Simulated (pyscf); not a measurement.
Single points on ωB97X-D3(BJ)/def2-SVP structures (PySCF, gas phase).

Q: Estimate the classical barrier height and the reaction energy of HO–Sb(OH)–Cl + H₂O → HO–Sb(OH)–OH + HCl at ωB97M-D3(BJ)/def2-TZVP. The step runs on the singlet surface, breaks Cl–Sb, H–O and forms O–Sb, Cl–H; take the separated reactants as zero.

A: ΔE‡ = 31.2 kJ/mol, ΔE = +50.3 kJ/mol. Zero-point energy shifts the barrier by -1.3 kJ/mol. It is a four-centre exchange, with an imaginary mode of 440i cm⁻¹. On the reactant side the descent ends in a bound adduct (not fully relaxed), 42.5 kJ/mol under the separated species and 76.2 kJ/mol under the saddle at ωB97X-D3(BJ)/def2-TZVP. On the product side the descent ends in a bound adduct, 35.2 kJ/mol under the separated species and 8.8 kJ/mol under the saddle at ωB97X-D3(BJ)/def2-TZVP. At ωB97M-D3(BJ) the saddle lies under the separated products, which points to a path from their complex (located at ωB97X-D3(BJ) alone), and parting the products costs more than the saddle. This is the saddle that the search found; another between the same sides may lie lower. Elements past Kr carry the def2 core potentials, without spin-orbit coupling.
